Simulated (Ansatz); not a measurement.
# How far each method lies from full CI for H₂O⁺, doublet

Geometry: a PBE0/def2-TZVP stationary point for this spin, not checked as a minimum.

```xyz
3

O     0.0000   -0.0646    0.0000
H     0.0000    0.5128   -0.8211
H     0.0000    0.5128    0.8211
```

Basis cc-pVDZ; Ansatz 0.2.0. Correlated methods freeze the noble-gas cores, which leaves 7 electrons in 23 orbitals. Prefix R: restricted or restricted open-shell reference; prefix U: unrestricted. Active spaces: pair = (3e, 3o) about the gap; valence = (7e, 6o) chosen from the atoms' valence shells.

Full CI is exact within this basis and frozen core; it isn't the basis-set limit. The frozen core follows each run's orbitals, which can shift R against U totals by a few meV.

For open shells CISD is restricted-active-space CI with the open shells as a complete middle space.

The UHF ⟨S²⟩ is 0.757 and the T1 diagnostic (RCCSD) is 0.0132. The largest doubles amplitude (RCCSD) is 0.036 and the T1 diagnostic (UCCSD) is 0.0076.

```json
{"level": "UHF", "E − E(RHF) (eV)": "-0.1264"}
{"level": "RMP2", "E − E(RHF) (eV)": "-4.2958"}
{"level": "UMP2", "E − E(RHF) (eV)": "-4.2961"}
{"level": "RCCSD", "E − E(RHF) (eV)": "-4.7548"}
{"level": "UCCSD", "E − E(RHF) (eV)": "-4.7565"}
{"level": "RCCSD(T)", "E − E(RHF) (eV)": "-4.8161"}
{"level": "UCCSD(T)", "E − E(RHF) (eV)": "-4.8169"}
```

Estimate how far full CI in cc-pVDZ lies from RCCSD(T). The table doesn't fix it; the size of (T) and the diagnostics are the guide.

Full CI in cc-pVDZ lies 0.48 mEh below RCCSD(T), which is 21 % of the (T) step (-2.25 mEh). The diagnostics are small and one determinant leads, so the series closes fast and only a small part of (T) is left.

The other levels:

| level | E − E(full CI) (mEh) | share of correlation (%) | wall time |
| --- | --- | --- | --- |
| CISD | 7.63 | 95.70 | 0.45 s |
| BCCD(T) | 0.49 | 99.73 | 0.57 s |
| RCCSDT | 0.24 | 99.87 | – |
| UCCSDT | 0.20 | 99.88 | – |
| RCCSDT(Q) | 0.01 | 99.99 | 3.3 s |
| UCCSDT(Q) | -0.02 | 100.01 | 2.8 s |
| CASSCF (pair space) | 155.40 | 12.43 | – |
| NEVPT2 (pair space) | 16.88 | 90.49 | 0.21 s |
| MRCISD (pair space) | 5.91 | 96.67 | – |
| MRCISD+Q (pair space) | 0.01 | 99.99 | 0.39 s |
| CASSCF (valence space) | 122.02 | 31.24 | – |
| NEVPT2 (valence space) | 19.20 | 89.18 | 0.21 s |
| MRCISD (valence space) | 3.45 | 98.06 | – |
| MRCISD+Q (valence space) | 0.03 | 99.98 | 0.57 s |

The correlation energy at full CI, counted from RHF, is -4.829 eV. That run took 23 s on 1 thread of AMD EPYC 7R13, shared host over 3,920,760 determinants.

Times hold each run's SCF and search for its determinant on a shared host, so for small cases they say little of a method's own cost; they ran on 1 thread of AMD EPYC 7R13.

The full-CI state has the irrep B1 of C2v, in the program's axes.

Natural occupations of full CI about the gap: 1.981 1.967 1.963 0.994 0.027 0.024 0.010 0.007 0.005 0.005; effectively unpaired electrons, Σ n²(2−n)², 1.02.
